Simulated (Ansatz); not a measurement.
Geometry optimisation, Ansatz, RKS B3LYP-D4/def2-SVP.

input.yaml

```yaml
crystal:
  periodic: [false, false, false]
  atoms:
    - { symbol: B, position_ang: [0.0, 0.0, 0.0] }
    - { symbol: F, position_ang: [0.0, 0.0, 1.67] }
    - { symbol: H, position_ang: [1.0305, 0.0, -0.595] }
    - { symbol: H, position_ang: [-1.0305, 0.0, -0.595] }
    - { symbol: Cl, position_ang: [0.0903, -2.0478, 0.6811] }
    - { symbol: H, position_ang: [0.047, -1.0669, 1.6505] }
basis:
  gaussian: { orbitals: def2-SVP }
hamiltonian:
  xc: b3lyp
  dispersion: d4
relax:
  f_tol: 0.15
  max_steps: 25
  restrain:
    - { distance: [0, 4], at: 3.06, k: 30.0 }
    - { distance: [5, 1], at: 2.12, k: 30.0 }
    - { distance: [0, 1], at: 1.32, k: 30.0 }
    - { distance: [5, 4], at: 1.37, k: 30.0 }
```

Command:

```bash
$ ansatz run input.yaml --threads 1 --pin off --max-ram 2048MiB --backend cpu --events-out ev --progress --plain --runs-dir out
```

Problem. Where does it end, and by what steps?

Solution. The forces met the threshold. The restraints hold the end off the free minimum; the threshold counts their pulls, which the force column leaves out. Restrained pairs: B1–Cl5 (2.16 → 3.06 Å), F2–H6 (1.07 → 2.12 Å), B1–F2 (1.67 → 1.33 Å), Cl5–H6 (1.38 → 1.33 Å). After 6 steps the energy has fallen by 2.089 eV (the restraints' own energy left out); Cl5 moved furthest, 0.64 Å.

| step | energy less start (eV) | largest force component (eV/Å) | accepted |
| --- | --- | --- | --- |
| 0 | 0.0000 | 5.501 | yes |
| 1 | -0.8320 | 2.893 | yes |
| 2 | -1.4654 | 2.747 | yes |
| 3 | -1.8255 | 2.227 | yes |
| 4 | -2.0187 | 1.342 | yes |
| 5 | -2.0883 | 0.960 | yes |
| 6 | -2.0891 | 0.946 | yes |

```xyz
6
Properties=species:S:1:pos:R:3
B -0.007 0.263 -0.031
F -0.008 0.437 1.285
H 1.060 0.253 -0.591
H -1.074 0.195 -0.585
Cl 0.096 -2.639 0.936
H 0.070 -1.623 1.798
```

The run took 11 s on 1 thread of Arm Neoverse V2, with other jobs on the host, peak memory 0.13 GiB.
